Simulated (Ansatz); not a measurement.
# C2H4F2O: small, medium and large basis sets

An exercise on one series of results from a longer session: the logs are not shown, and one member is left open.

Program: Ansatz 0.2.0, Gaussian basis. Level of theory: one geometry, several basis sets. These are calculated values, not measurements.

Levels to be run: PBE0-D4/def2-SVP; ωB97M-V/def2-SVP; PBE0-D4/def2-QZVPP; ωB97M-V/def2-QZVPP; the functionals' def2-TZVPP values are taken from earlier runs.

**The relaxed structure**

All runs share one geometry, relaxed beforehand with PBE0-D4 in a triple-zeta def2 set.

SMILES `FCOCF`, 9 atoms, charge 0, spin multiplicity 1.

Atoms are counted from 1 here; the program's logs count them from 0.

Bond lengths: F1–C2 1.375 Å, C2–O3 1.381 Å, C2–H6 1.094 Å, C2–H7 1.090 Å, O3–C4 1.381 Å, C4–F5 1.375 Å, C4–H8 1.094 Å, C4–H9 1.090 Å. Angles: F1–C2–O3 110.4°, F1–C2–H6 107.3°, F1–C2–H7 108.3°, O3–C2–H6 111.9°, O3–C2–H7 107.0°, H6–C2–H7 111.9°, C2–O3–C4 114.8°, O3–C4–F5 110.4°, O3–C4–H8 111.9°, O3–C4–H9 107.0°, F5–C4–H8 107.3°, F5–C4–H9 108.3°, H8–C4–H9 111.9°.

The first run:

in.yaml

```yaml
crystal:
  periodic: [false, false, false]
  atoms:
    - {symbol: F, position_ang: [1.150529, -1.073948, -1.107038]}
    - {symbol: C, position_ang: [0.920566, 0.217640, -0.694095]}
    - {symbol: O, position_ang: [-0.432772, 0.435241, -0.525338]}
    - {symbol: C, position_ang: [-0.977349, -0.151842, 0.599882]}
    - {symbol: F, position_ang: [-0.601363, 0.536845, 1.729462]}
    - {symbol: H, position_ang: [1.476955, 0.366050, 0.236244]}
    - {symbol: H, position_ang: [1.255717, 0.893529, -1.480743]}
    - {symbol: H, position_ang: [-0.643092, -1.186385, 0.722837]}
    - {symbol: H, position_ang: [-2.060691, -0.083331, 0.501689]}
basis:
  gaussian: {orbitals: def2-SVP}
hamiltonian: {xc: pbe0, dispersion: d4}
output: {orbitals: {seedname: orbitals}}
```

Among the steps run: PBE0-D4 in def2-SVP; ωB97M-V in def2-SVP; PBE0-D4 in def2-QZVPP; ωB97M-V in def2-QZVPP.

One of the session's tables, all rows but one given; the rest of the session is left out.

It belongs to the step «Functionals by basis». 

| functional | basis | HOMO (eV) | LUMO (eV) |
| --- | --- | --- | --- |
| PBE0-D4 | def2-SVP | -9.25 | 2.08 |
| PBE0-D4 | def2-TZVPP | -9.44 | 1.49 |
| PBE0-D4 | def2-QZVPP | -9.49 | 0.92 |
| ωB97M-V | def2-SVP | -11.67 | 3.83 |
| ωB97M-V | def2-TZVPP | -11.87 | 3.08 |
| ωB97M-V | def2-QZVPP | ? | ? |

**Question.** Estimate the row for ωB97M-V, def2-QZVPP.

**Answer.** HOMO (eV): -11.92; LUMO (eV): 2.10. In the column «HOMO (eV)» it is the lowest.
